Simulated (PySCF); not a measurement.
Structure from NMR data

Molecular formula: C$_{2}$F$_{4}$. Simulated spectra:

$^{13}$C{$^{1}$H} NMR (computed): δ 156.6 (C, m, 2C).

- coordinates at the GFN2-xTB level
- spin–spin couplings from B3LYP/pcJ-1
- NMR shieldings at PBE0/pcSseg-1/GIAO
- program: PySCF 2.14
- fast rotation and ring inversion assumed for equivalent nuclei, no solvent model, one conformer, no relativistic terms

δ = σ(ref) − σ, references computed at the same level: TMS for $^{13}$C.

**Question.** Deduce the structure.

**Answer.** 
Rings plus π bonds: 1 (no ring in the answer). 1 carbon signal for 2 carbons: some carbons are equivalent by symmetry or fast rotation. Carbon types of the structure: 2 × C. δC 156.6: fully substituted alkene carbon; an sp2 carbon of a C=C bond.

Structure: tetrafluoroethene (FC(F)=C(F)F).

The data come from this structure; uniqueness wasn't tested.

Common functionals overestimate the size of one-bond C–F couplings by tens of Hz; these are unscaled. Shifts are as computed. Against solution values, carbons near 30 ppm lie about +3 ppm off and those near 130 ppm about +5 ppm. Of 1211 compounds with measured shifts, 218 miss one by over three times the rms of a fit or turn the order of signals round; such compounds aren't used in these exercises.
